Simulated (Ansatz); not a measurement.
Coupled-cluster diagnostics for LiCl₂⁻ (the lowest singlet isomer of a short search), Ansatz.

Geometry of the singlet (r2SCAN-D4/def2-TZVPD):

```xyz
3

Li   -0.0001   -0.0002    0.0001
Cl    1.1571   -1.3348   -1.2465
Cl   -1.1569    1.3350    1.2463
```

Correlated methods freeze 10 core orbitals; core or outer-core shells of Li are correlated, in sets that lack core-valence functions. In the triplet, Cl2 and Cl3 lie 2.65 Å apart (atoms count from 1), so these atoms are partly bonded to each other. At PBE0-D4/def2-TZVPD a singlet of charge -1 lies 4.23 eV below the triplet, each at its own geometry. In the quintet geometry the species has come apart into loosely held pieces. At PBE0-D4/def2-TZVPD a singlet of charge -1 lies 10.91 eV below the quintet, each at its own geometry. The structure comes from a short search, and lower isomers may exist.

Geometry of the charge -1 triplet (r2SCAN-D4/def2-TZVPD):

```xyz
3

Li   -0.541    1.006    0.592
Cl   -0.633   -1.305    0.242
Cl    1.174    0.299   -0.834
```

Geometry of the charge -1 quintet (r2SCAN-D4/def2-TZVPD):

| atom | x (Å) | y (Å) | z (Å) |
| --- | --- | --- | --- |
| Li1 | 0.0000 | 0.0000 | 0.0000 |
| Cl2 | -2.0481 | 0.6992 | 3.5472 |
| Cl3 | 2.0481 | -0.6993 | -3.5471 |

Task: Estimate the CCSD(T) correlation energy, the shares of MP2 and (T), T1 and the reference's ⟨S²⟩ for: charge -1, singlet, own geometry in def2-TZVPPD; charge -1, triplet, own geometry in def2-TZVPPD; charge -1, quintet, own geometry in def2-TZVPPD; charge 0, doublet, vertical in def2-TZVPPD; and the rough time on 4 threads of Arm Neoverse V1 on a shared host.

Result: 
```csv
state,basis,correlation (eV),MP2 share (%),(T) share (%),T1,⟨S²⟩ (pure),wall time,remarks
"charge -1, singlet, own geometry",def2-TZVPPD,-13.435,89.0,3.6,0.005,0.00 (0.00),1.6 s,–
"charge -1, triplet, own geometry",def2-TZVPPD,-13.093,87.9,4.0,0.014,2.02 (2.00),5.5 s,–
"charge -1, quintet, own geometry",def2-TZVPPD,-11.424,84.4,3.0,0.017,6.02 (6.00),10 s,HOMO above zero
"charge 0, doublet, vertical",def2-TZVPPD,-12.395,86.9,3.4,0.021,0.76 (0.75),6.5 s,–
```
Customary marks for T1 are 0.02 (closed shells), 0.045 (open shells) and about 0.05 (3d metals). T1 exceeds 0.02 in 1 of 4 rows and 0.045 in 0; the higher it lies, the less the single-reference result can be trusted.
